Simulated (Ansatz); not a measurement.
Reaction (formal hydrolysis of a C–O bond): `C=C(C)OC` + H₂O → `C=C(C)O` + CH₃OH

Isolated molecules relaxed with PBE0-D4/def2-TZVP in Ansatz; ΔE leaves out vibrations. CBS: MP2 limit from def2 TZ/QZ plus the TZ coupled-cluster correction, frozen cores. This one scheme is used for every species. DFT in def2-TZVPP. B3LYP here is the variant with VWN-RPA as its local correlation; programs differ in this. Each species was taken in one conformer, which may not be the lowest.

`C=C(C)OC`:

```xyz
13

C    -1.245   -0.354   -0.495
C    -0.278    0.293    0.157
C    -0.490    1.510    0.990
O     1.029   -0.054    0.161
C     1.395   -1.189   -0.584
H    -2.260    0.012   -0.429
H    -1.070   -1.235   -1.094
H     0.107    2.341    0.604
H    -1.539    1.799    0.996
H    -0.165    1.326    2.017
H     2.471   -1.307   -0.460
H     1.161   -1.058   -1.646
H     0.884   -2.085   -0.215
```

H₂O:

```xyz
3

O     0.153    0.313    0.174
H     0.624   -0.404   -0.257
H    -0.776    0.091    0.083
```

`C=C(C)O`:

Cartesian coordinates in Å:
```
C 1.017 0.798 0.401
C -0.139 0.231 0.061
C -0.296 -1.163 -0.432
O -1.339 0.864 0.119
H 1.070 1.822 0.755
H 1.940 0.241 0.334
H -0.965 -1.722 0.228
H -0.749 -1.162 -1.427
H 0.666 -1.671 -0.479
H -1.205 1.761 0.440
```

CH₃OH:

Cartesian coordinates in Å:
```
C -0.148 0.190 0.263
O 0.885 -0.445 -0.456
H 0.308 0.647 1.141
H -0.914 -0.517 0.606
H -0.636 0.982 -0.319
H 0.505 -0.857 -1.235
```

```json
{"level": "B3LYP-D4", "ΔE (kcal/mol)": "3.7"}
{"level": "CAM-B3LYP-D4", "ΔE (kcal/mol)": "3.6"}
{"level": "LC-ωPBE", "ΔE (kcal/mol)": "2.7"}
{"level": "CCSD(T)/def2-SVP", "ΔE (kcal/mol)": "2.9"}
```

What does CCSD(T)/CBS give? (Estimate.)

Computed: +4.8 kcal/mol. The listed levels differ from it by -1.1, -1.2, -2.1, -1.9 kcal/mol.

Largest T1 diagnostic among the species: 0.012.

At CCSD(T), def2-SVP lies −1.9 kcal/mol from the extrapolated value and def2-TZVPP −0.4 kcal/mol. Leaving LDA and LC-ωPBE aside and taking each functional with its dispersion term where it has one, the values, not all of them listed here, spread over 0.7 kcal/mol, from B2PLYP to revPBE-D4. LDA lies +2.1 kcal/mol from PBE without D4.
